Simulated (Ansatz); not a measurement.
# Pb (Fm-3m)

All numbers below come from DFT r2SCAN, scalar-relativistic, plane waves, PAW (Ansatz).

Settings: cutoff 500 eV, Γ-centred mesh 14×14×14 on the computed 1-atom cell, Gaussian smearing of 0.10 eV; no spin polarisation.

The structure is relaxed at this level of theory with its symmetry kept.

```xyz
1
Lattice="0.0000 2.4978 2.4978 2.4978 0.0000 2.4978 2.4978 2.4978 0.0000" Properties=species:S:1:pos:R:3 pbc="T T T"
Pb    0.0000    0.0000    0.0000
```

- Space group: Fm-3m (No. 225)
- Volume per atom: 210.3 bohr³
- Formation energy from the elements' standard states (uncorrected): -0.005 eV/atom
- Generalised Kohn–Sham band gap: none (metal)
- Density of states at the Fermi level: 0.50 states/eV per cell
- Löwdin character within 0.5 eV of the Fermi level: Pb 6p 86 %, Pb 6s 11 %
- Bulk modulus: 44 GPa
- Its pressure derivative: 5.5
- Bader charges (e): Pb (1 in the cell) 0.00

Spin-orbit coupling is left out, which matters for the bands of heavy elements.

Cost: 6 runs of about 0.93 core-minutes in all, on Arm Neoverse V2 (shared hosts).